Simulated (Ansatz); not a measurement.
Species: H$_{3}$N, SMILES `N` (charge 0, multiplicity 1).

**Question.** Give a relaxed geometry from B3LYP-D3(BJ)/def2-SVP (Ansatz, a program for electronic structure).

**Answer.** the end point of this relaxation (outside a Z-matrix the atoms follow the SMILES, hydrogens last).
Z-matrix (Å, degrees):
```
N
H 1 1.0227
H 1 1.0227 2 105.14
H 1 1.0227 2 105.14 3 -110.71
```
